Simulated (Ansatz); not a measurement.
# Aluminium, fcc: convergence with cold smearing

Computed with Ansatz, r²SCAN, scalar-relativistic PAW, on the relaxed cell (a = 3.993 Å; spin not included). Errors count from a run at 500 eV on a Γ-centred 22×22×22 mesh with Fermi-Dirac smearing of 0.1 eV, extrapolated to zero width. Fixed here: cutoff 500 eV, mesh 14×14×14. The SCF starts from atomic densities corrected by a trained network.

```json
{"width (eV)": "0.01", "E(σ→0) error (meV/atom)": "6.5", "F error (meV/atom)": "6.5", "P (GPa)": "-0.47", "SCF iterations": "6"}
{"width (eV)": "0.03", "E(σ→0) error (meV/atom)": "6.5", "F error (meV/atom)": "6.4", "P (GPa)": "-0.42", "SCF iterations": "6"}
{"width (eV)": "0.1", "E(σ→0) error (meV/atom)": "6.1", "F error (meV/atom)": "6.0", "P (GPa)": "-0.42", "SCF iterations": "6"}
{"width (eV)": "0.2", "E(σ→0) error (meV/atom)": "5.9", "F error (meV/atom)": "6.5", "P (GPa)": "-0.41", "SCF iterations": "6"}
{"width (eV)": "0.3", "E(σ→0) error (meV/atom)": "6.8", "F error (meV/atom)": "7.0", "P (GPa)": "-0.30", "SCF iterations": "6"}
{"width (eV)": "0.6", "E(σ→0) error (meV/atom)": "7.3", "F error (meV/atom)": "4.7", "P (GPa)": "-0.04", "SCF iterations": "6"}
```

Task: What does the run at 1.0 give (width)?

Result: E(σ→0) error (meV/atom): 3.1; F error (meV/atom): 0.3; P (GPa): 0.15; SCF iterations: 6.
